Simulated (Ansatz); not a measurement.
A nudged elastic band was laid between two geometries of BH6NO (9 atoms, charge 0, multiplicity 1).

Level of theory: RKS PBE/def2-SVP (Ansatz).

| Quantity | Value |
| --- | --- |
| movable images | 3 |
| climbing image | no |
| spring | 5.0 eV/Å² |
| optimiser | quadratic models (default) |
| start path | through a guess of the saddle point |
| force threshold | 0.03 eV/Å |
| iteration limit | 60 |
| end points | relaxed |

Initial state:

```xyz
9
Properties=species:S:1:pos:R:3
B 0.056 0.136 0.377
O -0.496 -0.532 1.519
H -1.426 -0.756 1.363
H 1.256 -0.111 0.193
H -0.629 0.156 -0.659
N 0.147 1.788 0.798
H 0.643 2.336 0.079
H -0.780 2.215 0.948
H 0.669 1.872 1.683
```

Final state:

```xyz
9
Properties=species:S:1:pos:R:3
B 0.251 0.617 -0.228
O -0.361 -0.403 2.324
H -1.212 -0.658 1.921
H 1.329 0.065 -0.280
H -0.764 0.112 -0.673
N 0.171 1.921 0.293
H 0.988 2.439 0.621
H -0.683 2.480 0.285
H -0.279 0.530 2.040
```

(1) What changes between the two ends?

(2) What energy profile does the band end with?

(3) What is the geometry of the highest image?

The band took 17 iterations and roughly 90 core-seconds.

Results:

(1) Bonds broken: B1–O2, N6–H9. Bonds formed: O2–H9. BH6NO becomes BH4N + H2O.

(2) It converged. The highest image is number 3 of 0 to 4, 15.2 kcal/mol above the first end and 2.4 kcal/mol above the last; the last end lies 12.9 kcal/mol above the first. No image climbed, so the highest image needn't sit at the top of the path. So few images can step over the top or miss a turn of the path. The orbitals stay closed-shell, which can raise the energy where a bond breaks towards radicals; this wasn't checked here.

```json
{"image": "0", "path coordinate (Å)": "0.00", "energy (kcal/mol)": "0.0", "B1–O2 (Å)": "1.43", "N6–H9 (Å)": "1.03", "O2–H9 (Å)": "2.68"}
{"image": "1", "path coordinate (Å)": "0.83", "energy (kcal/mol)": "0.8", "B1–O2 (Å)": "1.44", "N6–H9 (Å)": "1.03", "O2–H9 (Å)": "2.38"}
{"image": "2", "path coordinate (Å)": "1.67", "energy (kcal/mol)": "9.2", "B1–O2 (Å)": "1.52", "N6–H9 (Å)": "1.12", "O2–H9 (Å)": "1.62"}
{"image": "3", "path coordinate (Å)": "2.50", "energy (kcal/mol)": "15.2", "B1–O2 (Å)": "1.87", "N6–H9 (Å)": "1.96", "O2–H9 (Å)": "1.00"}
{"image": "4", "path coordinate (Å)": "3.33", "energy (kcal/mol)": "12.9", "B1–O2 (Å)": "2.81", "N6–H9 (Å)": "2.28", "O2–H9 (Å)": "0.98"}
```

(3) 
```xyz
9
Properties=species:S:1:pos:R:3
B 0.197 0.473 0.120
O -0.277 -0.293 1.761
H -1.202 -0.574 1.623
H 1.304 -0.013 -0.035
H -0.733 0.070 -0.571
N 0.126 1.881 0.550
H 0.993 2.413 0.647
H -0.622 2.476 0.190
H -0.347 0.670 2.017
```

Run time: 86 s on 1 thread of Arm Neoverse V1, with other jobs on the host, peak memory 0.12 GiB.
